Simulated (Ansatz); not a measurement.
A nudged elastic band was laid between two geometries of AlH$_{6}$NO (9 atoms, charge 0, multiplicity 1).

Computed with RKS B3LYP-D4/def2-TZVP in Ansatz 0.2.0.

```json
{
 "movable images": "5",
 "climbing image": "yes",
 "spring": "5.0 eV/Å²",
 "optimiser": "quadratic models (default)",
 "start path": "through a guess of the saddle point",
 "force threshold": "0.03 eV/Å",
 "iteration limit": "60",
 "end points": "relaxed"
}
```

Initial state:

```xyz
9
Properties=species:S:1:pos:R:3
Al -0.014 0.119 0.285
N 0.026 -0.094 2.107
H -0.729 -0.554 2.596
H 0.888 -0.308 2.589
H 1.372 0.045 -0.474
H -1.391 -0.252 -0.421
O -0.299 2.103 0.619
H -1.136 2.491 0.332
H -0.344 1.927 1.587
```

Final state:

```xyz
9
Properties=species:S:1:pos:R:3
Al -0.181 0.453 0.126
N 0.000 0.143 2.148
H -0.727 -0.451 2.535
H 0.902 -0.221 2.438
H 1.288 0.137 -0.408
H -1.358 -0.538 -0.294
O -0.593 2.121 0.409
H -0.843 2.752 -0.264
H -0.114 1.081 2.529
```

Q: What changes between the two ends?

A: Bonds broken: O7–H9. Bonds formed: N2–H9.

Q: Give the energies along the band, and the barrier.

A: The run converged. The highest image is number 2 of 0 to 6, 2.2 kcal/mol above the first end and 22.5 kcal/mol above the last; the last end lies 20.4 kcal/mol below the first. A vibrational analysis at the climbing image gives one clearly imaginary mode, 840i cm⁻¹: a first-order saddle point. The orbitals stay closed-shell, which can raise the energy where a bond breaks towards radicals; this wasn't checked here.

| image | path coordinate (Å) | energy (kcal/mol) | O7–H9 (Å) | N2–H9 (Å) |
| --- | --- | --- | --- | --- |
| 0 | 0.00 | 0.0 | 0.98 | 2.12 |
| 1 | 0.33 | 0.5 | 1.01 | 1.81 |
| 2 | 0.67 | 2.2 | 1.14 | 1.45 |
| 3 | 1.11 | -10.9 | 1.62 | 1.08 |
| 4 | 1.55 | -18.2 | 2.08 | 1.02 |
| 5 | 1.99 | -20.1 | 2.37 | 1.02 |
| 6 | 2.43 | -20.4 | 2.41 | 1.02 |

Q: What is the geometry of the highest image?

A: 
```xyz
9
Properties=species:S:1:pos:R:3
Al -0.030 0.192 0.160
N -0.019 0.085 2.070
H -0.769 -0.393 2.554
H 0.841 -0.086 2.576
H 1.384 0.013 -0.520
H -1.379 -0.333 -0.489
O -0.283 2.029 0.688
H -1.096 2.514 0.513
H -0.275 1.454 1.667
```

Q: What are the harmonic wavenumbers there?

A: 840i, 346, 411, 430, 454, 522, 581, 679, 690, 751, 763, 784, 846, 1468, 1580, 1902, 1918, 1936, 3519, 3599, 3843 cm⁻¹.

Time of the run: 62 s on 4 threads of Intel(R) Xeon(R) Gold 6455B (Sapphire Rapids), with other jobs on the host, peak memory 0.26 GiB.
